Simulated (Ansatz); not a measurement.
# CCSD/cc-pVTZ run of BH2F (SMILES BF)

Aim: the energy change on altering one bond length of BH2F at CCSD/cc-pVTZ, from 2 runs. 

The calculation is run with Ansatz 0.2.0.

48 further runs of the same task are left out: 48 set aside as unsound or not needed.

## (1) Starting point

BH2F has 4 atoms, charge 0, and is taken as a singlet. As SMILES, `BF`. Geometry: relaxed at PBE0-D4/def2-TZVP.

Bond lengths: B1–F2 1.317 Å, B1–H3 1.197 Å, B1–H4 1.198 Å. Angles: F2–B1–H3 117.8°, F2–B1–H4 117.8°, H3–B1–H4 124.4°.

## (2) A single-point energy at CCSD/cc-pVTZ

Input file run.yaml:

```yaml
crystal:
  periodic: [false, false, false]
  atoms:
    - {symbol: B, position_ang: [-0.027300, -0.004000, -0.030800]}
    - {symbol: F, position_ang: [1.061200, -0.296700, 0.649900]}
    - {symbol: H, position_ang: [-1.012500, -0.649100, 0.186200]}
    - {symbol: H, position_ang: [0.034200, 0.889600, -0.825600]}
basis:
  gaussian: {orbitals: cc-pVTZ}
correlation: {method: ccsd, frozen_orbitals: {B: 1, F: 1, H: 0}}
accuracy: high
scf: {omitted_lower_state_checks: [cluster_reference, increment]}
```

On the command line:

```bash
$ ansatz run run.yaml --threads 1 --pin off --max-ram 3480MiB --events-out events.jsonl --progress --plain --runs-dir runs
```

Output, shortened:

```text
Warning: RAYON_NUM_THREADS=1 ignored (pool sized by the plan → 1); use --threads N
Functional definition: HF
  name "HF"
[...]
1444 factors; integrals over basis functions are off by at most 3.0e-9 eV
[...]
mean field -3411.58471503 eV, -125.3734258221 hartree, gradient 1.5e-8 eV, S^2 0.000000; 0 other end points of the search recorded, 0 dependent functions left out
2 core orbitals not correlated: weight in the atoms' cores, before any rotation towards them, 1.000 or more for the frozen orbitals, at most 0.000 for the correlated occupied ones
reference -3411.58471503 eV, -125.3734258221 hartree; 6, 6 occupied and 80, 80 virtual orbitals, 1444 factors
second order -9.73230617 eV of doubles, -0.00000000 eV of singles
cycle   1  -9.83525431 eV  change   -1.0e-1 eV  update   6.8e-2
[...]
cycle  19  -10.11206767 eV  change   3.9e-10 eV  update  5.7e-10
Total energy: -3421.69678270 eV, -125.7450374549 hartree
Checks for a lower state left out: cluster_reference, increment
```

Wall time 6 s (1 thread of Arm Neoverse V1, shared host); peak memory 0.51 GiB.

## (3) The distorted shape at the same level

Input file run.yaml:

```yaml
crystal:
  periodic: [false, false, false]
  atoms:
    - {symbol: B, position_ang: [0.120516, 0.092789, -0.063358]}
    - {symbol: F, position_ang: [1.209016, -0.199911, 0.617342]}
    - {symbol: H, position_ang: [-1.012500, -0.649100, 0.186200]}
    - {symbol: H, position_ang: [0.182016, 0.986389, -0.858158]}
basis:
  gaussian:
    orbitals: cc-pVTZ
accuracy: high
correlation:
  method: ccsd
  frozen_orbitals: {B: 1, F: 1, H: 0}
magnetization:
  spin_polarized: false
  initial_magnetization: 0
scf:
  omitted_lower_state_checks: [cluster_reference, increment]
```

On the command line:

```bash
$ ansatz run run.yaml --threads 1 --pin off --max-ram 3480MiB --events-out events.jsonl --progress --plain --runs-dir runs
```

Output, shortened:

```text
Warning: RAYON_NUM_THREADS=1 ignored (pool sized by the plan → 1); use --threads N
[... 2 set-up lines as earlier in the session ...]
[...]
1435 factors; integrals over basis functions are off by at most 2.8e-9 eV
[...]
mean field -3411.24504126 eV, -125.3609430413 hartree, gradient 2.0e-8 eV, S^2 0.000000; 0 other end points of the search recorded, 0 dependent functions left out
2 core orbitals not correlated: weight in the atoms' cores, before any rotation towards them, 1.000 or more for the frozen orbitals, at most 0.000 for the correlated occupied ones
reference -3411.24504126 eV, -125.3609430413 hartree; 6, 6 occupied and 80, 80 virtual orbitals, 1435 factors
second order -9.74700751 eV of doubles, -0.00000000 eV of singles
cycle   1  -9.85173027 eV  change   -1.0e-1 eV  update   7.0e-2
[...]
cycle  20  -10.14355325 eV  change   3.9e-10 eV  update  7.2e-10
Total energy: -3421.38859450 eV, -125.7337117475 hartree
Checks for a lower state left out: cluster_reference, increment
```

Wall time 6 s (1 thread of Arm Neoverse V1, shared host); peak memory 0.51 GiB.

## (4) Results

Level: CCSD/cc-pVTZ, 2 core orbitals frozen.

| quantity | value |
| --- | --- |
| first shape: total energy | -125.74504 Eh |
| first shape: correlation energy (2 core orbitals frozen) | -371.6 mEh |
| first shape: T1 diagnostic | 0.013 |
| distorted shape: total energy | -125.73371 Eh |
| distorted shape: correlation energy (2 core orbitals frozen) | -372.8 mEh |
| distorted shape: T1 diagnostic | 0.013 |
| energy change with the B1–H3 bond stretched from 1.197 to 1.377 Å | 0.308 eV |

With the B1–H3 bond stretched from 1.197 to 1.377 Å the energy rises by 0.31 eV (29.7 kJ/mol). The first shape isn't relaxed at this level, so the change isn't measured from a minimum.
